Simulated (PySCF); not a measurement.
Molecule: SMILES C(C(F)F)S, C₂H₄F₂S.

Mapped SMILES: `[F:1][CH:2]([F:3])[CH2:4][SH:5]`. Each H is labelled by its parent atom.

Geometry PBE0-D3(BJ)/def2-SVP throughout; GIAO in PySCF 2.14, gas phase, one conformer, non-relativistic; equivalent atoms averaged; functional PBE0.

Question: How do the absolute shieldings σ depend on the basis set? (ppm; last column core-seconds on shared hosts with different chips, so compare them loosely)

Answer: 
| basis set | functions | F1/F3 | C2 | C4 | S5 | H(C2) | H(C4) | H(S5) | core-s |
| --- | --- | --- | --- | --- | --- | --- | --- | --- | --- |
| STO-3G | 33 | 423.1 | 151.5 | 207.1 | 749.5 | 29.64 | 31.57 | 33.01 | 2 |
| 6-31G | 57 | 324.4 | 88.8 | 167.5 | 703.7 | 26.71 | 29.98 | 31.37 | 3.9 |
| pcSseg-0 | 57 | 327.5 | 68.6 | 159.0 | 696.3 | 26.46 | 30.20 | 31.11 | 3.5 |
| 6-31G* | 82 | 332.2 | 85.9 | 162.7 | 671.5 | 26.12 | 29.53 | 30.36 | 5.1 |
| def2-SVP | 94 | 334.0 | 82.9 | 162.0 | 700.9 | 25.85 | 29.06 | 29.91 | 5.2 |
| cc-pVDZ | 94 | 330.3 | 86.2 | 162.4 | 696.8 | 25.70 | 28.96 | 29.72 | 5.9 |
| pcSseg-1 | 112 | 315.4 | 69.9 | 150.5 | 655.4 | 25.45 | 28.74 | 29.24 | 14 |
| aug-cc-pVDZ | 155 | 325.7 | 85.5 | 160.8 | 701.6 | 25.38 | 28.65 | 29.58 | 12 |
| 6-311+G(2d,p) | 167 | 315.0 | 73.6 | 152.1 | 648.0 | 25.58 | 28.77 | 29.63 | 11 |
| def2-TZVP | 185 | 314.8 | 70.5 | 152.3 | 632.8 | 25.58 | 28.83 | 29.53 | 14 |
| cc-pVTZ | 210 | 316.6 | 72.1 | 153.3 | 670.3 | 25.41 | 28.65 | 29.41 | 17 |
| IGLO-III | 224 | 313.5 | 66.3 | 148.9 | 654.0 | 25.40 | 28.66 | 29.45 | 19 |
| pcSseg-2 | 243 | 314.0 | 65.7 | 149.1 | 646.9 | 25.35 | 28.57 | 29.23 | 33 |

Question: Which nucleus moves most, in ppm?

Answer: S5 (thiol sulfur): from 632.8 ppm with def2-TZVP to 749.5 ppm with STO-3G. The smallest spread is 3.00 ppm, at H(C4). Proton shifts span only some 12 ppm, so a few tenths of a ppm matter as much there as several ppm in carbon.

Question: Taking the largest basis, pcSseg-2 (243 functions), as the yardstick, rank the others by their worst heavy-atom deviation.

Answer: IGLO-III 7.1 ppm (224 functions), 6-311+G(2d,p) 7.8 ppm (167 functions), pcSseg-1 8.5 ppm (112 functions), def2-TZVP 14.1 ppm (185 functions), cc-pVTZ 23.4 ppm (210 functions), 6-31G* 24.6 ppm (82 functions), pcSseg-0 49.4 ppm (57 functions), cc-pVDZ 49.9 ppm (94 functions), def2-SVP 54.0 ppm (94 functions), aug-cc-pVDZ 54.7 ppm (155 functions), 6-31G 56.9 ppm (57 functions), STO-3G 109.1 ppm (33 functions).

A small basis that lands close on one nucleus may do so by chance; judge by the trend and by all nuclei.
